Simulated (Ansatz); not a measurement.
Rhombohedral A7 Sb, treated with PBEsol-D3(BJ) (plane waves, PAW; Ansatz, a quantum-chemistry and plane-wave program).

Numerical settings: plane-wave cutoff 520 eV, 16×16×16 k mesh, Fermi–Dirac smearing 0.05 eV, scalar-relativistic PAW data made under PBE.

The cell is scaled about its equilibrium volume:

Shape and atoms are relaxed at each volume.

| V (Å³/atom) | P (GPa) | c (Å) | a (Å) |
|---|---|---|---|
| 27.024 | 2.28 | 10.486 | 4.226 |
| 27.587 | 1.09 | 10.595 | 4.247 |
| 28.150 | 0.01 | 10.709 | 4.268 |
| 28.713 | -0.95 | 10.825 | 4.287 |
| 29.276 | -1.78 | 10.946 | 4.305 |

Note: the bulk modulus comes from volumes at which shape and atoms were relaxed.
